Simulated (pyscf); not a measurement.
Structures and frequencies: ωB97X-D3(BJ)/def2-SVP in PySCF.

Question: PBE/def2-TZVP puts the barrier of silanol (HO–SiH₃) + F–CH₂–F → F–CH(F)–SiH₃ + water (H₂O) (four-centre exchange; singlet surface; O–Si, C–H broken, C–Si, H–O formed) at 63.1 kcal/mol and the reaction energy at +26.3 kcal/mol, from the separated reactants. What do PBE0-D3(BJ)/def2-TZVP, M06-2X/def2-TZVP, ωB97M-D3(BJ)/def2-TZVP give on the same structures?

Answer: PBE0-D3(BJ): ΔE‡ = 67.1 kcal/mol, ΔE = +27.4 kcal/mol; M06-2X: ΔE‡ = 70.7 kcal/mol, ΔE = +30.5 kcal/mol; ωB97M-D3(BJ): ΔE‡ = 69.7 kcal/mol, ΔE = +28.6 kcal/mol. PBE's barrier lies under all of them, by 4.0 to 7.6 kcal/mol. Its reaction energy lies under all of them, by 1.1 to 4.2 kcal/mol. Low barriers are usual for a GGA, whose delocalisation error favours stretched bonds. On the product side the descent ends in a complex, 4.3 kcal/mol under the separated species and 46.8 kcal/mol under the saddle at ωB97X-D3(BJ)/def2-TZVP. This is the saddle that the search found; another between the same sides may lie lower.
